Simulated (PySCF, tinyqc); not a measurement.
Inside a calculation. Method: CISD on RHF in the sto-3g basis, for HF, spin multiplicity 1. The lowest restricted solution is unstable here: a spin-polarised one lies 0.0000 hartree lower (PySCF). One step of it, computed by the program tinyqc.

Problem. CISD: roots. Diagonalise (each vector has its largest component positive (the first on a tie)); all determinants have Ms = 0, so triplets appear too. The lowest singlet root is the correlation energy.

Occupation strings over the orbitals (2 doubly, a alpha, b beta, 0 empty; spin orbitals ordered 1a 1b 2a 2b ...): 222220 22a22b 2a222b a2222b 22b22a 2b222a b2222a 222202 222022 220222 2ab222 a2b222 2ba222 202222 ab2222 b2a222 ba2222 022222

H - E(HF) between determinants (hartree), lower triangle:
```
,222220,22a22b,2a222b,a2222b,22b22a,2b222a,b2222a,222202,222022,220222,2ab222,a2b222,2ba222,202222,ab2222,b2a222,ba2222,022222
222220,0.000000
22a22b,0.000000,0.452087
2a222b,0.000000,-0.009513,1.248177
a2222b,0.000000,-0.015788,0.027660,25.483223
22b22a,0.000000,-0.225877,-0.039032,0.005014,0.452087
2b222a,0.000000,-0.039032,-0.091712,-0.018660,-0.009513,1.248177
b2222a,0.000000,0.005014,-0.018660,-0.020431,-0.015788,0.027660,25.483223
222202,0.029325,0.021598,0.029970,0.007355,-0.021598,-0.029970,-0.007355,0.919562
222022,0.029325,0.021598,0.029970,0.007355,-0.021598,-0.029970,-0.007355,0.053770,0.919562
220222,0.225877,0.071615,-0.082913,-0.001520,-0.071615,0.082913,0.001520,0.036486,0.036486,0.965842
2ab222,-0.039032,0.082913,-0.204741,0.006974,-0.032207,0.073869,0.019955,0.029619,0.029619,0.075392,1.783973
a2b222,0.005014,0.001520,0.006974,-0.389774,-0.013850,0.023475,0.011970,0.007463,0.007463,0.028949,0.027959,26.017623
2ba222,0.039032,-0.032207,0.073869,0.019955,0.082913,-0.204741,0.006974,-0.029619,-0.029619,-0.075392,-0.138080,-0.020584,1.783973
202222,0.091712,0.073869,0.035052,-0.004249,-0.073869,-0.035052,0.004249,0.188602,0.188602,0.138080,0.102420,-0.005419,-0.102420,2.758799
ab2222,-0.018660,-0.019955,0.004249,-0.108399,0.023475,-0.010137,0.018016,-0.040015,-0.040015,-0.020584,0.005419,-0.181567,0.019436,-0.014168,27.152714
b2a222,-0.005014,-0.013850,0.023475,0.011970,0.001520,0.006974,-0.389774,-0.007463,-0.007463,-0.028949,-0.020584,-0.017839,0.027959,0.005419,0.015693,26.017623
ba2222,0.018660,0.023475,-0.010137,0.018016,-0.019955,0.004249,-0.108399,0.040015,0.040015,0.020584,0.019436,0.015693,0.005419,0.014168,-0.079589,-0.181567,27.152714
022222,0.020431,0.011970,0.018016,-0.120088,-0.011970,-0.018016,0.120088,0.029542,0.029542,0.017839,0.015693,-0.080042,-0.015693,0.079589,0.483710,0.080042,-0.483710,55.321177
```

Give: lowest roots of this matrix, relative to E(HF); lowest vectors; <S^2> of these roots; weight of the ground state by excitation level 0, 1, 2, ....

Solution.

lowest roots of this matrix, relative to E(HF) (hartree): -0.0561  0.2223  0.6354  0.8658  0.8958  1.0197  1.1250  1.2571

lowest vectors:
```
,root 1,root 2,root 3,root 4
222220,0.9739,0.0000,-0.0807,0.0000
22a22b,0.0206,0.7060,0.6765,0.0000
2a222b,-0.0067,0.0336,-0.0792,0.0000
a2222b,0.0000,0.0003,0.0007,0.0000
22b22a,-0.0206,0.7060,-0.6765,0.0000
2b222a,0.0067,0.0336,0.0792,0.0000
b2222a,0.0000,0.0003,-0.0007,0.0000
222202,-0.0180,0.0000,-0.0195,0.7071
222022,-0.0180,0.0000,-0.0195,-0.7071
220222,-0.2190,0.0000,-0.2375,0.0000
2ab222,0.0271,-0.0221,-0.0640,0.0000
a2b222,0.0000,0.0003,0.0000,0.0000
2ba222,-0.0271,-0.0221,0.0640,0.0000
202222,-0.0214,0.0000,-0.0159,0.0000
ab2222,0.0005,-0.0001,0.0008,0.0000
b2a222,0.0000,0.0003,0.0000,0.0000
ba2222,-0.0005,-0.0001,-0.0008,0.0000
022222,-0.0003,0.0000,-0.0001,0.0000
```

<S^2> of these roots: 0.0000  2.0000  0.0000  0.0000  0.0000  0.0000  2.0000  0.0000

weight of the ground state by excitation level 0, 1, 2, ...: 0.9485  0.0009  0.0506

With one virtual orbital singles and doubles already span the full space.
